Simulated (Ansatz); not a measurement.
Reaction (substitution at a C–O bond): `C=COCO` + CH₃NH₂ → `C=CNC` + `OCO`

Isolated molecules relaxed with PBE0-D4/def2-TZVP in Ansatz; ΔE leaves out vibrations. CBS: MP2 limit from def2 TZ/QZ plus the TZ coupled-cluster correction, frozen cores. This one scheme is used for every species. Functionals use def2-TZVPP. Each species was taken in one conformer, which may not be the lowest.

**Question.** Is it downhill or uphill in electronic energy at CCSD(T)/CBS, and by how much? (An estimate is asked.)

**Answer.** The calculation gave: Downhill: ΔE = -6.5 kcal/mol.

**Question.** What do these levels give: r2SCAN-D4, ωB97X-V, B2PLYP, PBE, PBE0, HF/def2-TZVPP, SCS-MP2/def2-TZVPP, CCSD(T)/def2-TZVPP, HF/def2-QZVPP, SCS-MP2/def2-QZVPP, HF/CBS(def2), CCSD/CBS(def2)? (An estimate is asked.)

**Answer.** Ansatz gave: r2SCAN-D4 -6.8, ωB97X-V -6.3, B2PLYP -6.9, PBE -7.6, PBE0 -7.5, HF/def2-TZVPP -6.1, SCS-MP2/def2-TZVPP -6.5, CCSD(T)/def2-TZVPP -6.1, HF/def2-QZVPP -6.0, SCS-MP2/def2-QZVPP -6.7, HF/CBS(def2) -6.0, CCSD/CBS(def2) -6.6 kcal/mol.

Largest T1 diagnostic among the species: 0.012.
